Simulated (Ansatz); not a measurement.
**Cohesive energy of some fcc solids**

Method: PBEsol in Ansatz (PAW). References are measured values corrected to a static lattice or taken at low temperature (these still hold zero-point motion). The table is a random draw of 6 from 8 solids with such references.

Values in eV/atom.

```
solid   reference  PBEsol  error (eV/atom)
------  ---------  ------  ---------------
fcc Cu       3.52       ?                ?
fcc Ca       1.86    2.11            +0.25
fcc Pd       3.93    4.44            +0.51
fcc Ag       2.97    3.09            +0.12
fcc Ni       4.48    5.47            +0.99
fcc Al       3.43    3.81            +0.38
```

### Question
Estimate the withheld PBEsol value.

### Answer
The errors of the other rows run from +0.12 eV/atom to +0.99 eV/atom, with a median of +0.38 eV/atom; carried to the reference 3.52 it gives 3.90 eV/atom. The run gives 4.08 eV/atom (+0.56 eV/atom); the row was picked among those where that median comes within half of the row's own error. Over these 6 solids the mean error is +0.47 eV/atom, the mean absolute error 0.47 eV/atom (median 0.45 eV/atom), and the worst case fcc Ni at +0.99 eV/atom; the value is above the reference in 6 of 6 cases. Over all 8 the mean error is +0.47 eV/atom and the mean absolute error 0.47 eV/atom (median 0.45 eV/atom).

All these references are brought to a static lattice.

Differences are worked out from the printed values.

Free atoms are spin-polarised, in the lowest state found; at levels without +SOC their spin–orbit coupling is left out. Each level is taken at its own relaxed cell. Ansatz's density-functional and Hartree–Fock values are scalar-relativistic unless marked +SOC, with PAW data made under PBE.

Ansatz's runs of these crystals have no spin polarisation, but for fcc Ni.

Density-functional runs with spin start from parallel moments for fcc Ni.

Not in this set, of the fcc solids with a reference value in our tables and a result at some level: 3 for spin–orbit terms of free atoms that are large (Br, In, Sn, Te, I, elements past barium) (fcc Au, fcc Ir, fcc Pb); 1 for a doubt noted on the run at PBEsol (fcc Pt). These can be a level's worst cases. Values held back for tests aren't counted. Layered and molecular crystals are counted apart. The metals Ce to Yb are counted apart.

References as tabulated in Mejia-Rodriguez and Trickey (2018), arXiv:1807.09216; Harl et al. (2010), doi:10.1103/physrevb.81.115126; Jana et al. (2018), arXiv:1807.00350; Csonka et al. (2009), arXiv:0903.4037.

Ansatz is a program for electronic structure.
